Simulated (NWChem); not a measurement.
**BH3 (borane) at 4 levels**

Wanted: a comparison of 4 runs (PBE/def2-TZVPPD, TPSS/def2-TZVPPD, revPBE/def2-TZVPPD, CCSD/def2-TZVPPD) of BH3 (borane). 

The results are computed with NWChem 7.3.0.

### Step 1. The molecule

The species is BH3 (4 atoms), meant as a singlet with charge 0. As SMILES, `B`. The B1–H3 distance was set to 1.790 Å, away from the relaxed value. At this shape a bond of the SMILES string is far longer than usual.

Bond lengths: B1–H2 1.193 Å, B1–H4 1.193 Å. Angles: H2–B1–H4 120.0°. A long bond or contact: B1–H3 1.790 Å.

### Step 2. A single-point energy at PBE/def2-TZVPPD (run 1)

The input, bh3.nw:

```
start bh3
memory stack 880 mb heap 220 mb global 1100 mb
geometry noautosym nocenter noautoz
B     0.158940    0.563211   -0.029148
H     1.127240    0.960011    0.544752
H    -0.276200   -1.171800    0.043000
H    -0.519360    1.323211   -0.650948
end
basis spherical bse
* library def2-TZVPPD
end
dft
xc xpbe96 cpbe96
grid xfine
convergence energy 1e-08
iterations 100
mulliken
end
task dft
```

Started as:

```bash
$ nwchem bh3.nw > bh3.out
```

Output:

```text
[...]
          Wavefunction type:  closed shell.
          No. of atoms     :     4
          No. of electrons :     8
[...]
          Charge           :     0
          Spin multiplicity:     1
[...]
          AO basis - number of functions:    88
[...]
              XC Information
              --------------
          PerdewBurkeErnzerhof Exchange Functional  1.000
            Perdew 1991 LDA Correlation Functional  1.000 local
           PerdewBurkeErnz. Correlation Functional  1.000 non-local
[...]
 d= 0,ls=0.0,diis     1    -26.4666172692 -3.30D+01  4.71D-03  1.40D-01     1.5
[...]
 d= 0,ls=0.0,diis     8    -26.4892828045 -1.38D-10  2.72D-07  9.23D-10    11.3
         Total DFT energy =      -26.489282804499
      One electron energy =      -47.312176153743
           Coulomb energy =       19.196484189976
    Exchange-Corr. energy =       -4.948393971339
 Nuclear repulsion energy =        6.574803130607
[...]
      Total Density - Mulliken Population Analysis
     ---------------------------------------------
    Atom       Charge   Shell Charges
 -----------   ------   -------------------------------------------------------
    1 B    5     5.09   0.92  1.05  0.57  0.58  0.05  0.02  0.82  0.81  0.22  0.02  0.03  0.00  0.00
    2 H    1     0.94   0.26  0.47  0.18  0.00  0.01  0.01  0.00
    3 H    1     1.03   0.19  0.49  0.34  0.00  0.01  0.00  0.00
    4 H    1     0.94   0.26  0.47  0.18  0.00  0.01  0.01  0.00
[...]
```

Wall time 12 s (1 thread of Intel Xeon Platinum 8488C (Sapphire Rapids), shared host); peak memory 0.12 GiB.

### Step 3. A single-point energy at TPSS/def2-TZVPPD (run 2)

The input, m1.xyz:

```xyz
4

B      0.158940     0.563211    -0.029148
H      1.127240     0.960011     0.544752
H     -0.276200    -1.171800     0.043000
H     -0.519360     1.323211    -0.650948
```

The input, run.py:

```python
from ase.io import read
from ase.calculators.nwchem import NWChem

mol = read('m1.xyz')

calc = NWChem(
    label='m1',
    theory='dft',
    memory='2200 mb',
    basis='def2-TZVPPD',
    basispar='spherical bse',
    dft={'xc': 'xtpss03 ctpss03', 'mult': '1', 'grid': 'xfine', 'convergence': 'energy 1e-08', 'iterations': '100', 'mulliken': None},
    task='energy',
)
mol.calc = calc

print(f"energy = {mol.get_potential_energy():.6f} eV")
print("dipole (e A):", mol.get_dipole_moment().round(4))
```

Started as:

```bash
$ export ASE_NWCHEM_COMMAND="nwchem PREFIX.nwi > PREFIX.nwo"
$ python run.py
```

Output:

```text
energy = -722.745098 eV
dipole (e A): [ 0.0494  0.1969 -0.0082]
```

The calculator wrote m1.nwi:

```
title "m1"

permanent_dir m1

scratch_dir m1

start m1

geometry units angstrom nocenter noautosym noautoz
  B  1.5894000000000000e-01 5.6321100000000002e-01 -2.9148000000000000e-02
  H  1.1272400000000000e+00 9.6001099999999995e-01 5.4475200000000001e-01
  H  -2.7620000000000000e-01 -1.1718000000000000e+00 4.2999999999999997e-02
  H  -5.1936000000000004e-01 1.3232109999999999e+00 -6.5094799999999997e-01
end

memory 2200 mb

basis spherical bse noprint
   * library def2-TZVPPD
end

dft
  xc xtpss03 ctpss03
  mult 1
  grid xfine
  convergence energy 1e-08
  iterations 100
  mulliken
end

task dft energy
```

m1.nwo:

```text
Northwest Computational Chemistry Package (NWChem) 7.3.0
             --------------------------------------------------------

           Job information
           ---------------

    nwchem branch   = 7.3.0
    use scalapack   = T
    input           = m1.nwi
    prefix          = m1.
    data base       = m1/m1.db
    status          = startup
    nproc           =        1

           Memory information
           ------------------

    heap     =     72089596 doubles =      550.0 Mbytes
    stack    =     72089601 doubles =      550.0 Mbytes
    global   =    144179200 doubles =     1100.0 Mbytes (distinct from heap & stack)
    total    =    288358397 doubles =     2200.0 Mbytes
    verify   = yes
    hardfail = no

[... 85 lines left out ...]
  convergence criterion.
[... 18 lines left out ...]
          Convergence on density requested:  1.00D-05
[... 20 lines left out ...]
          Convergence Information
[... 60 lines left out ...]
   convergence    iter        energy       DeltaE   RMS-Dens  Diis-err    time
[... 15 lines left out ...]
           Coulomb energy =       19.202243547372
[... 7 lines left out ...]
                       DFT Final Molecular Orbital Analysis
[... 643 lines left out ...]
 center of mass
 --------------
 x =   0.28065482 y =   0.98584035 z =  -0.05179082

 moments of inertia (a.u.)
 ------------------
          15.988454932375          -2.222959393931          -3.405858447049
          -2.222959393931           8.301792767210           1.328088306072
          -3.405858447049           1.328088306072          19.099329830880

     Multipole analysis of the density
     ---------------------------------

     L   x y z        total         alpha         beta         nuclear
     -   - - -        -----         -----         ----         -------
     0   0 0 0     -0.000000     -4.000000     -4.000000      8.000000

     1   1 0 0      0.093313     -1.017618     -1.017618      2.128550
[... 8 lines of this table left out ...]
     2   0 0 2     -6.256883     -4.425783     -4.425783      2.594682

 Task  times  cpu:       14.7s     wall:       14.7s
 Total times  cpu:       14.8s     wall:       14.8s
```

It took 16 s on 1 thread of Intel Xeon Platinum 8488C (Sapphire Rapids), shared host; peak memory 0.12 GiB.

### Step 4. A single-point energy at revPBE/def2-TZVPPD (run 3)

The input, run.py:

```python
from ase import Atoms
from ase.calculators.nwchem import NWChem

mol = Atoms(['B', 'H', 'H', 'H'], positions=[
    [0.158940, 0.563211, -0.029148],
    [1.127240, 0.960011, 0.544752],
    [-0.276200, -1.171800, 0.043000],
    [-0.519360, 1.323211, -0.650948],
])

calc = NWChem(
    label='nw',
    theory='dft',
    memory='2200 mb',
    basis='def2-TZVPPD',
    basispar='spherical bse',
    dft={'xc': 'revpbe cpbe96', 'mult': '1', 'grid': 'xfine', 'convergence': 'energy 1e-08', 'iterations': '100', 'mulliken': None},
    task='energy',
)
mol.calc = calc

e = mol.get_potential_energy()
print(f"E = {e:.6f} eV")
print("dipole (e A):", mol.get_dipole_moment().round(4))
```

Started as:

```bash
$ export ASE_NWCHEM_COMMAND="nwchem PREFIX.nwi > PREFIX.nwo"
$ python run.py
```

Output:

```text
E = -722.176537 eV
dipole (e A): [ 0.0476  0.1897 -0.0079]
```

The calculator wrote nw.nwi:

```
title "nw"

permanent_dir nw

scratch_dir nw

start nw

geometry units angstrom nocenter noautosym noautoz
  B  1.5894000000000000e-01 5.6321100000000002e-01 -2.9148000000000000e-02
  H  1.1272400000000000e+00 9.6001099999999995e-01 5.4475200000000001e-01
  H  -2.7620000000000000e-01 -1.1718000000000000e+00 4.2999999999999997e-02
  H  -5.1936000000000004e-01 1.3232109999999999e+00 -6.5094799999999997e-01
end

memory 2200 mb

basis spherical bse noprint
   * library def2-TZVPPD
end

dft
  xc revpbe cpbe96
  mult 1
  grid xfine
  convergence energy 1e-08
  iterations 100
  mulliken
end

task dft energy
```

nw.nwo:

```text
Northwest Computational Chemistry Package (NWChem) 7.3.0
             --------------------------------------------------------

           Job information
           ---------------

    nwchem branch   = 7.3.0
    use scalapack   = T
    input           = nw.nwi
    prefix          = nw.
    data base       = nw/nw.db
    status          = startup
    nproc           =        1

           Memory information
           ------------------

    heap     =     72089596 doubles =      550.0 Mbytes
    stack    =     72089601 doubles =      550.0 Mbytes
    global   =    144179200 doubles =     1100.0 Mbytes (distinct from heap & stack)
    total    =    288358397 doubles =     2200.0 Mbytes
    verify   = yes
    hardfail = no

[... 87 lines left out ...]
  convergence criterion.
[... 18 lines left out ...]
          Convergence on density requested:  1.00D-05
[... 21 lines left out ...]
          Convergence Information
[... 60 lines left out ...]
   convergence    iter        energy       DeltaE   RMS-Dens  Diis-err    time
[... 15 lines left out ...]
           Coulomb energy =       19.199903199832
[... 7 lines left out ...]
                       DFT Final Molecular Orbital Analysis
[... 646 lines left out ...]
 center of mass
 --------------
 x =   0.28065482 y =   0.98584035 z =  -0.05179082

 moments of inertia (a.u.)
 ------------------
          15.988454932375          -2.222959393931          -3.405858447049
          -2.222959393931           8.301792767210           1.328088306072
          -3.405858447049           1.328088306072          19.099329830880

     Multipole analysis of the density
     ---------------------------------

     L   x y z        total         alpha         beta         nuclear
     -   - - -        -----         -----         ----         -------
     0   0 0 0     -0.000000     -4.000000     -4.000000      8.000000

     1   1 0 0      0.089921     -1.019314     -1.019314      2.128550
[... 8 lines of this table left out ...]
     2   0 0 2     -6.326100     -4.460391     -4.460391      2.594682

 Task  times  cpu:       11.3s     wall:       11.3s
 Total times  cpu:       11.3s     wall:       11.3s
```

It took 13 s on 1 thread of Intel Xeon Platinum 8488C (Sapphire Rapids), shared host; peak memory 0.12 GiB.

### Step 5. The energy at CCSD/def2-TZVPPD (run 4)

The input, nw.xyz:

```xyz
4
BH3 ccsd
B      0.158940     0.563211    -0.029148
H      1.127240     0.960011     0.544752
H     -0.276200    -1.171800     0.043000
H     -0.519360     1.323211    -0.650948
```

The input, nw.nw:

```
start nw
title "BH3 ccsd"
memory 2200 mb
geometry noautosym nocenter noautoz
 load format xyz nw.xyz
end
basis spherical bse
 * library def2-TZVPPD
end
scf
 thresh 1e-08
 maxiter 80
 print low
end
ccsd
 freeze core 1
 maxiter 60
end
task ccsd energy
```

Started as:

```bash
$ nwchem nw.nw > nw.out
```

Output:

```text
[...]
  functions       =    88
[...]
  wavefunction    = RHF
[...]
         Total SCF energy =    -26.326725935158
      One-electron energy =    -47.189788830881
      Two-electron energy =     14.288259765116
 Nuclear repulsion energy =      6.574803130607
        Time for solution =      4.7s
[...]
 Total MP2 energy:            -26.442068032735385
[...]
             energy      energy      error      ampl     ampl      Block
                                                time     time      time
[...]
 Total CCSD energy:            -26.468137573781068
[...]
```

Wall time 47 s (1 thread of Intel Xeon Platinum 8488C (Sapphire Rapids), shared host); peak memory 0.11 GiB.

### Step 6. All runs side by side

```csv
run,level,integration grid,iteration cap,energy (Eh),dipole moment (D),HOMO energy (eV),LUMO energy (eV),wall time
1,PBE/def2-TZVPPD,xfine,100,-26.489283,0.91,-7.18,-3.38,12 s
2,TPSS/def2-TZVPPD,xfine,100,-26.560393,0.98,-7.34,-3.06,16 s
3,revPBE/def2-TZVPPD,xfine,100,-26.539498,0.94,-7.17,-3.28,13 s
4,CCSD/def2-TZVPPD,–,80,-26.468138,–,–,–,47 s
```

### Step 7. Results

| quantity | value |
| --- | --- |
| run 4: total energy | -26.46814 Eh |
| run 4: correlation energy (1 core orbital frozen) | -141.4 mEh |

Over runs 1, 2, 3 the dipole moment (its size) runs from 0.91 D (PBE/def2-TZVPPD) to 0.98 D (TPSS/def2-TZVPPD). Over runs 1, 2, 3 the HOMO–LUMO gap runs from 3.80 eV (PBE/def2-TZVPPD) to 4.28 eV (TPSS/def2-TZVPPD). Totals of different functionals can't be ranked against each other. All runs together took 87 s, the longest 47 s.
